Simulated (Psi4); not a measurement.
# MgH2O2 (Mg(OH)2) at HF/STO-3G

What is the vertical ionisation energy of MgH2O2 (Mg(OH)2) at HF/STO-3G? Input form: a Python script.

Program for the calculation: Psi4 1.11.

2 further runs of the same task are left out: 2 set aside as unsound or not needed.

## Step 1: The structure to begin with

MgH2O2: 5 atoms, total charge 0, spin state singlet. SMILES: `[OH][Mg][OH]`. Geometry: a GFN1-xTB relaxation, a rough one for these elements and not checked as a minimum.

Bond lengths: Mg1–O2 1.720 Å, Mg1–O4 1.721 Å, O2–H3 0.954 Å, O4–H5 0.954 Å. Angles: O2–Mg1–O4 152.7°, Mg1–O2–H3 137.7°, Mg1–O4–H5 137.5°.

## Step 2: Energy and forces at HF/STO-3G

h2mgo2.py

```python
import psi4

psi4.set_memory('1600 MB')
psi4.set_num_threads(1)
psi4.core.set_output_file('psi4.out', False)

geom = psi4.geometry("""
Mg    -0.23995742    -0.11644492     0.00187083
O      0.10206411     1.00078006     3.03584502
H     -0.83943524     0.99271093     4.57355296
O      0.78973544    -0.54541275    -3.05209666
H      0.18759311    -1.33163331    -4.55917215
units bohr
symmetry c1
no_reorient
no_com
""")

psi4.set_options({
    'puream': True,
    'e_convergence': 1e-09,
    'd_convergence': 1e-08,
    'scf_type': 'pk',
})

E, wfn = psi4.gradient("hf/STO-3G", return_wfn=True)
print('gradient / Eh bohr^-1')
print(E.np.round(6))
print(f'energy = {wfn.energy():.10f} Eh')
```

Started as:

```console
$ python h2mgo2.py
```

psi4.out, shortened:

```text
[...]
  Running in c1 symmetry.
[...]
  Nuclear repulsion =   85.237252132426804
[...]
  Multiplicity = 1
[...]
  Nalpha       = 15
  Nbeta        = 15
[...]
    Number of basis functions: 21
[...]
   @RHF iter   1:  -345.80054239618443   -2.08829e+00   2.18514e-02 DIIS/ADIIS
[...]
   @RHF iter  10:  -345.96723685408335   -5.68434e-13   6.21048e-09 DIIS
[...]
    Orbital Energies [Eh]
    ---------------------
    Doubly Occupied:
       1A    -48.522113     2A    -20.007327     3A    -20.006887
       4A     -3.640286     5A     -2.081225     6A     -2.079250
       7A     -2.078884     8A     -1.094492     9A     -1.086831
      10A     -0.459386    11A     -0.430781    12A     -0.268884
      13A     -0.268471    14A     -0.245311    15A     -0.245218
[...]
  @RHF Final Energy:  -345.96723685408335
   => Energetics <=
    Nuclear Repulsion Energy =             85.2372521324268035
    One-Electron Energy =                -657.3782886827875700
    Two-Electron Energy =                 226.1737996962774560
    Total Energy =                       -345.9672368540833531
[...]
 Multipole Moments:
 ------------------------------------------------------------------------------------
     Multipole            Electronic (a.u.)      Nuclear  (a.u.)        Total (a.u.)
 ------------------------------------------------------------------------------------
 L = 1.  Multiply by 2.5417464519 to convert [e a0] to [Debye]
 Dipole X            :         -4.7963955            3.6030652           -1.1933302
 Dipole Y            :         -2.5094821            1.9066771           -0.6028050
 Dipole Z            :          0.1123840           -0.0931824            0.0192017
 Magnitude           :                                                    1.3370788
[...]
  -Total Gradient:
     Atom            X                  Y                   Z
    ------   -----------------  -----------------  -----------------
       1        0.002033042350     0.001142263219    -0.000323467673
       2       -0.032061384037    -0.005174288276     0.036686445968
       3        0.029139914755     0.008928888317    -0.019553742183
       4       -0.023927766409    -0.023541170580    -0.035292119834
       5        0.024816193341     0.018644307319     0.018482883721
[...]
```

On the terminal:

```text
Memory set to   1.490 GiB by Python driver.
  Threads set to 1 by Python driver.
gradient / Eh bohr^-1
[[ 0.002033  0.001142 -0.000323]
 [-0.032061 -0.005174  0.036686]
 [ 0.02914   0.008929 -0.019554]
 [-0.023928 -0.023541 -0.035292]
 [ 0.024816  0.018644  0.018483]]
energy = -345.9672368541 Eh
```

It took 1.1 s on 1 thread of Intel Xeon 6975P-C (Granite Rapids), shared host; peak memory 0.18 GiB.

## Step 3: The doublet cation at the same level

h2mgo2.xyz

```xyz
5
H2MgO2
Mg    -0.126980    -0.061620     0.000990
O      0.054010     0.529590     1.606500
H     -0.444210     0.525320     2.420220
O      0.417910    -0.288620    -1.615100
H      0.099270    -0.704670    -2.412610
```

job.py

```python
import psi4

psi4.set_memory('1600 MB')
psi4.set_num_threads(1)
psi4.core.set_output_file('psi4.out', False)

with open('h2mgo2.xyz') as f:
    atoms = ''.join(f.readlines()[2:])
geom = psi4.geometry('1 2\n' + atoms + 'symmetry c1\nno_reorient\nno_com')

options = {'basis': 'STO-3G', 'reference': 'uhf', 'puream': True, 'e_convergence': 1e-09, 'd_convergence': 1e-08, 'scf_type': 'pk', 'maxiter': 200}
psi4.set_options(options)

e_tot = psi4.gradient("hf", molecule=geom)
print('gradient / Eh bohr^-1')
print(e_tot.np.round(6))
```

Started as:

```console
$ python job.py
```

psi4.out, shortened:

```text
[...]
  Running in c1 symmetry.
[...]
  Nuclear repulsion =   85.237252049415176
[...]
  Multiplicity = 2
[...]
  Nalpha       = 15
  Nbeta        = 14
[...]
    Number of basis functions: 21
[...]
   @UHF iter   1:  -345.71823281879603   -2.00598e+00   1.23900e-02 DIIS/ADIIS
[...]
   @UHF iter  21:  -345.77928322337584    1.59162e-12   9.94208e-09 DIIS
[...]
   @S^2 Observed:                8.050083006E-01
[...]
  @UHF Final Energy:  -345.77928322337584
   => Energetics <=
    Nuclear Repulsion Energy =             85.2372520494151757
    One-Electron Energy =                -646.9679491353138019
    Two-Electron Energy =                 215.9514138625228270
    Total Energy =                       -345.7792832233758418
  UHF NO Occupations:
  HONO-2 :   13  A 1.9990347
  HONO-1 :   14  A 1.9745481
[...]
 Multipole Moments:
 ------------------------------------------------------------------------------------
     Multipole            Electronic (a.u.)      Nuclear  (a.u.)        Total (a.u.)
 ------------------------------------------------------------------------------------
 L = 1.  Multiply by 2.5417464519 to convert [e a0] to [Debye]
 Dipole X            :         -4.7170685            3.6030652           -1.1140033
 Dipole Y            :         -2.4702870            1.9066770           -0.5636101
 Dipole Z            :          0.1093531           -0.0931824            0.0161707
 Magnitude           :                                                    1.2485676
[...]
  -Total Gradient:
     Atom            X                  Y                   Z
    ------   -----------------  -----------------  -----------------
       1        0.005053102249     0.002521536847    -0.000337410914
       2       -0.027725185290    -0.005200663184     0.029387764720
       3        0.026028304373     0.002099371739    -0.036465734796
       4       -0.021264723108    -0.019856929416    -0.028143093156
       5        0.017908501776     0.020436684015     0.035558474146
[...]
```

Standard output:

```text
Memory set to   1.490 GiB by Python driver.
  Threads set to 1 by Python driver.
gradient / Eh bohr^-1
[[ 0.005053  0.002522 -0.000337]
 [-0.027725 -0.005201  0.029388]
 [ 0.026028  0.002099 -0.036466]
 [-0.021265 -0.019857 -0.028143]
 [ 0.017909  0.020437  0.035558]]
```

It took 1.1 s on 1 thread of Intel Xeon 6975P-C (Granite Rapids), shared host; peak memory 0.18 GiB.

## Step 4: Results

Level: HF/STO-3G.

```
                                          quantity          value
                      singlet MgH2O2: total energy  -345.96724 Eh
                     singlet MgH2O2: dipole moment         3.40 D
                       singlet MgH2O2: HOMO energy       -6.67 eV
                       singlet MgH2O2: LUMO energy       10.74 eV
                     singlet MgH2O2: HOMO–LUMO gap       17.42 eV
          singlet MgH2O2: largest force on an atom     2.519 eV/Å
                      doublet cation: total energy  -345.77928 Eh
doublet cation: HOMO energy (highest over α and β)       -9.26 eV
 doublet cation: LUMO energy (lowest over α and β)       -3.53 eV
                              doublet cation: ⟨S²⟩          0.805
          doublet cation: largest force on an atom     2.306 eV/Å
vertical ionisation energy (to the doublet cation)       5.114 eV
```

**Reading.** The vertical ionisation energy comes to 5.11 eV (493 kJ/mol). The largest force (singlet MgH2O2) is 2.52 eV/Å: the shape isn't a stationary point for this species at this level. The negative HOMO energy of the first species, 6.67 eV, lies 1.56 eV above that difference. In a minimal basis such a difference can be off by several eV, whatever the method.
